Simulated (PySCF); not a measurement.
# C4H5Cl (chloroprene): the cost of one run

Programs: PySCF 2.14.0, with routines of our own; each step states its level. All values are computed. Atoms count from 0.

### Step 1. The system as given

10 atoms, charge 0, multiplicity 1; geometry from: GFN2-xTB.

### Step 2. Relaxing the molecule at PBE0-D3(BJ)/def2-TZVP

The job: settings as JSON, then the geometry in Å.

```
{"job": {"xc": "PBE0", "basis": "def2-TZVP", "d3": "d3bj", "grid": 2, "kind": "geom"}, "charge": 0, "multiplicity": 1}
C      1.093901     1.419111    -0.411617
C      0.560525     0.414731     0.272328
C     -0.523543    -0.436467    -0.182454
C     -1.034539    -1.436908     0.529587
Cl    -1.170489    -0.103449    -1.757767
H      0.746178     1.685159    -1.395327
H      1.898492     2.008450    -0.008357
H      0.927459     0.166565     1.259423
H     -0.650717    -1.663163     1.508826
H     -1.838385    -2.049375     0.162832
```

Run with:

```
$ OMP_NUM_THREADS=1 python excited_run.py task.json out
```

One launch serves the whole session: the jobs run in the order shown.

Q: Estimate the wall time and peak memory of this first job on 1 thread of Arm Neoverse V1, shared host.

About 27 s, with a peak of 0.8 GiB.
